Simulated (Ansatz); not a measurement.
# Heat of formation of C2H3F3 (1,1,2-trifluoroethane) from total energies

The species is C2H3F3 (8 atoms), meant as a singlet with charge 0. SMILES: `FCC(F)F`. The shape is that of a PBE0-D4/def2-TZVP optimisation. This is one conformer, not always the lowest.

Total energies at BLYP/def2-SVP (Ansatz 0.2.0); the atoms run unrestricted:

```tsv
species	state	energy (Eh)
C2H3F3	singlet	-377.174313
F	doublet	-99.628411
C	triplet	-37.800699
H	doublet	-0.496404
```

Harmonic wavenumbers at PBE0-D4/def2-TZVP, in cm⁻¹: 118, 244, 430, 478, 585, 916, 1113, 1136, 1140, 1176, 1270, 1343, 1399, 1458, 1488, 3071, 3088, 3135.

Measured heats of formation of the gaseous atoms at 298.15 K, in kJ/mol: F 79.4, C 716.9, H 218.0. Spin-orbit lowering of the atoms at 298 K (mean of the ground term's levels less their thermal mean, from spectra), in kJ/mol: F 1.29, C 0.02. Take 1 Eh = 2625.50 kJ/mol, 1 cm⁻¹ = 0.0119627 kJ/mol, RT = 2.479 kJ/mol.

Problem. Work out the heat of formation of the gas at 298 K.

Solution. 
1. Electronic atomisation energy: 3 × (-99.628411) + 2 × (-37.800699) + 3 × (-0.496404) − (-377.174313) = 1.198470 Eh = 3146.6 kJ/mol.
2. Zero-point energy: half the sum of the wavenumbers, 11794 cm⁻¹ = 141.1 kJ/mol.
3. Thermal vibrational enthalpy, Σ hcν̃/(exp(hcν̃/kT) − 1): 5.4 kJ/mol. Translation, rotation and pV of a non-linear molecule: 4 RT = 9.9 kJ/mol.
4. The 8 free atoms carry 5/2 RT each: 49.6 kJ/mol.
5. Spin-orbit coupling lowers the free atoms by 3 × 1.29 + 2 × 0.02 = 3.9 kJ/mol.
6. Atomisation enthalpy at 298 K: 3146.6 − 3.9 − 141.1 − 5.4 − 9.9 + 49.6 = 3035.9 kJ/mol.
7. Sum of the atoms' heats of formation: 2326.0 kJ/mol. Heat of formation: 2326.0 − 3035.9 = -709.9 kJ/mol.

The tabulated value is -730.7 kJ/mol (CRC Handbook of Chemistry and Physics; in doubt: semi-empirical heats miss it by far, so it may belong to another species or phase), so this level is off by +20.8 kJ/mol, or 0.7 % of the atomisation enthalpy that the table implies (3056.6 kJ/mol). Anharmonicity and any spin-orbit splitting of the molecule are left out.
